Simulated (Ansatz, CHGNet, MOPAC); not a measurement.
## Lattice parameter c of wurtzite CdSe: levels of theory against measurement

Reference value: 7.015 Å (measured, temperature not stated, no zero-point or thermal correction; as tabulated in PVEducation, CdSe (wurtzite), citing its ref. 1).

What do PM7 semi-empirical Hartree-Fock (MOPAC), CHGNet 0.3.0, PBE, PBE-D4, r²SCAN give, and how far is each from the reference?


```json
[
 {"level (code)": "PM7 semi-empirical Hartree-Fock (MOPAC)", "value (Å)": "6.577", "difference (%)": "-6.24"},
 {"level (code)": "CHGNet 0.3.0", "value (Å)": "7.218", "difference (%)": "+2.89"},
 {"level (code)": "PBE (Ansatz)", "value (Å)": "7.154", "difference (%)": "+1.98"},
 {"level (code)": "PBE-D4 (Ansatz)", "value (Å)": "7.065", "difference (%)": "+0.71"},
 {"level (code)": "r²SCAN (Ansatz)", "value (Å)": "7.078", "difference (%)": "+0.90"}
]
```

Leaving aside PM7 semi-empirical Hartree-Fock (MOPAC) (doubt noted below): Of the ranked levels PBE-D4 (+0.71 %) comes nearest. Among them CHGNet 0.3.0 (+2.89 %) misses by most. All 4 levels lie above the reference.

The measured value isn't corrected to a static lattice, so vibrations enter the comparison.  PM7 semi-empirical Hartree-Fock (MOPAC): the cell has another shape than the first-principles one, perhaps another minimum in the same group. PM7 semi-empirical Hartree-Fock (MOPAC): the method was fitted mainly to molecules. PM7 semi-empirical Hartree-Fock (MOPAC): the run uses a supercell at the zone centre in place of a k mesh. Cutoffs differ between the levels. Ansatz's density-functional and Hartree–Fock values are scalar-relativistic unless marked +SOC, with PAW data made under PBE.

Machine-learned potentials (CHGNet 0.3.0) are trained on DFT data: a solid inside that data is no test of them.

Differences are worked out from the printed values.

Ansatz is a first-principles code.
